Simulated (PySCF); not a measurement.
# Nitrogen: a sound run and one with changed settings

Sound run: N [He] 2s2 2p3, N⁺ [He] 2s2 2p2. Computed with PySCF 2.14 in aug-cc-pVDZ (4s3p2d, 23 functions), with the non-relativistic Hamiltonian (point nucleus). The sound run starts from symmetry-adapted Hartree-Fock orbitals and uses a fine grid where one is needed.

Changed run: initial guess 1e, at most 2 SCF cycles. This setting is unsound on purpose.

```json
{"species": "N", "method": "UHF", "sound run (hartree)": "-54.39318", "changed run (hartree)": "-54.38977", "converged": "no"}
{"species": "N", "method": "r2SCAN", "sound run (hartree)": "-54.57113", "changed run (hartree)": "-54.08623", "converged": "no"}
{"species": "N", "method": "PBE0", "sound run (hartree)": "-54.53455", "changed run (hartree)": "-54.14119", "converged": "no"}
{"species": "N⁺", "method": "UHF", "sound run (hartree)": "-53.88126", "changed run (hartree)": "-53.88095", "converged": "no"}
{"species": "N⁺", "method": "r2SCAN", "sound run (hartree)": "-54.02542", "changed run (hartree)": "-54.02263", "converged": "no"}
{"species": "N⁺", "method": "PBE0", "sound run (hartree)": "-53.99312", "changed run (hartree)": "-53.98966", "converged": "no"}
```

The SCF was stopped early; the energies are upper bounds that still move, and correlated levels were skipped or rest on poor orbitals.
